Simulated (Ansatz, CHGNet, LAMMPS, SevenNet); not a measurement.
Zinc-blende InP, LA phonon frequency at L

Reference value: 167 cm⁻¹ (measured, temperature not stated, not corrected to a static lattice; as tabulated in Ioffe Institute, NSM Archive: InP, mechanic properties page).

Problem. What do Vashishta InP.vashishta, CHGNet 0.3.0, SevenNet-l3i5, SNAP InP_JCPA2020.snap, LDA, PBE, r²SCAN give, and how far is each from the reference?

Solution. 
```json
[
 {"level (code)": "Vashishta InP.vashishta (LAMMPS)", "value (cm⁻¹)": "182", "cell (Å³/atom)": "25.26", "difference (%)": "+9.0"},
 {"level (code)": "CHGNet 0.3.0 (CHGNet)", "value (cm⁻¹)": "109", "cell (Å³/atom)": "26.43", "difference (%)": "-35"},
 {"level (code)": "SevenNet-l3i5 (SevenNet)", "value (cm⁻¹)": "162", "cell (Å³/atom)": "26.39", "difference (%)": "-3.0"},
 {"level (code)": "SNAP InP_JCPA2020.snap (LAMMPS)", "value (cm⁻¹)": "162", "cell (Å³/atom)": "24.76", "difference (%)": "-3.0"},
 {"level (code)": "LDA (Ansatz)", "value (cm⁻¹)": "164", "cell (Å³/atom)": "24.73", "difference (%)": "-1.8"},
 {"level (code)": "PBE (Ansatz)", "value (cm⁻¹)": "158", "cell (Å³/atom)": "26.45", "difference (%)": "-5.4"},
 {"level (code)": "r²SCAN (Ansatz)", "value (cm⁻¹)": "165", "cell (Å³/atom)": "25.77", "difference (%)": "-1.2"}
]
```

Nearest, and too close to rank with a margin of 3.0 % (twice that across the reference) picked here for doubts on the reference and the settings, and for temperature and zero-point motion: r²SCAN (-1.2 %), LDA (-1.8 %), SevenNet-l3i5 (-3.0 %), SNAP InP_JCPA2020.snap (-3.0 %). Farthest off: CHGNet 0.3.0 (-35 %). Within 10 %: Vashishta InP.vashishta, SevenNet-l3i5, SNAP InP_JCPA2020.snap, LDA, PBE, r²SCAN.

The reference has no zero-point or thermal correction, while the calculations are for a static lattice, so the differences are not the levels' errors alone.  Each level is taken at its own relaxed cell. Cutoffs and k meshes differ between the levels. Ansatz's density-functional and Hartree–Fock values are scalar-relativistic unless marked +SOC, with PAW data made under PBE.

Empirical potentials (Vashishta InP.vashishta) are fitted to chosen data, which need not cover the solid at hand: agreement can be built in, and what lay outside the fit can be far off. Machine-learned potentials (CHGNet 0.3.0, SNAP InP_JCPA2020.snap, SevenNet-l3i5) are trained on DFT data, which may include these solids.

Differences are worked out from the printed values.

Ansatz is a program for electronic structure.
